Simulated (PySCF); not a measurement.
Compound: C₄H₂N₂.
Structure used (GFN2-xTB), in Å, numbered top down from 1:
```xyz
8
C4H2N2 angstrom
C     -0.1259   -1.1601    0.3887
C      0.0118    0.1003   -0.0366
C      1.2796    0.7325   -0.1521
N      2.3002    1.2414   -0.2451
C     -1.0982    0.9070   -0.4075
N     -1.9915    1.5572   -0.7051
H      0.7309   -1.7512    0.6659
H     -1.0979   -1.6177    0.4672
```

Theory: PySCF 2.14.0, delta-SCF UKS SCAN, pcX-2 on the ionised atom, pcseg-1 elsewhere, spin-free X2C. Binding energies are ΔSCF values: E(core-ionised, relaxed orbitals) − E(ground state) at a fixed geometry, referred to the vacuum level.

Some binding energies are withheld.

| atom(s) | bonded to | level | binding energy (eV) |
| --- | --- | --- | --- |
| C1 | C (double bond) and 2 H | C 1s | ? |
| C2 | C (double bond) and 2 C | C 1s | 293.90 |
| C3/C5 | N (triple bond) and C | C 1s | ? |
| N4/N6 | C (triple bond) | N 1s | 405.84 |

What is the C 1s binding energy of C3/C5?

293.11 eV (nitrile carbon). The other listed C 1s value is that of C2; the shift against it is -0.79 eV.

Fill in C 1s for C1.

292.15 eV (terminal =CH2 carbon). The other listed C 1s value is that of C2; the shift against it is -1.75 eV.

Lowest listed C 1s: C1, bonded to C (double bond) and 2 H. Highest, 1.75 eV above it: C2, bonded to C (double bond) and 2 C. The widest gap between neighbouring values is 0.96 eV, between 292.15 and 293.11 eV.

Which photon energy gives electrons from C 1s of C2 a kinetic energy of 100 eV, and what is their de Broglie wavelength?

hν = 293.90 + 100 = 393.90 eV, recoil neglected; λ = 12.264 Å/√(E/eV) = 1.23 Å.

Atoms equivalent by their bonding share one computed value, that of the first of them. Geometry: GFN2-xTB; no solvent, vibrations or thermal averaging.
